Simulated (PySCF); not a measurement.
## Ionising CN

r²SCAN0; basis C def2-SVP, N def2-SVP; no relativity; PySCF 2.14. Neutral (UKS): doublet (σ ↑), Re = 1.161 Å, ωe = 2254 cm⁻¹, De = 7.15 eV, HOMO -11.00 eV, LUMO -5.78 eV.

CN⁺ (UKS): triplet (σ ↑, π ↑), Re = 1.219 Å, ωe = 1951 cm⁻¹, De = 4.91 eV to C⁺ + N. The energies at the minima are -92.56705 hartree for CN and -92.05499 for CN⁺.

(1) Work out the adiabatic ionisation energy, without and with harmonic zero-point energies (1 hartree = 27.2114 eV, 1 eV = 8065.5 cm⁻¹), and the change of the bond length.

For an ion De counts to the pair picked by the measured ionisation energies or electron affinities, which need not be the lowest pair at this level. States were picked by a PBE0 search and need not be the measured ground states.

Results:

(1) At r²SCAN0: 0.51206 hartree = 13.934 eV between the minima; the zero-point term (1951.0 − 2254.0)/2 cm⁻¹ = -0.019 eV makes it 13.915 eV. Re changes by +5.8 pm against the neutral. The electron leaves a π orbital, and the longer bond of the ion fits a bonding orbital, or a change in how ionic the bond is.
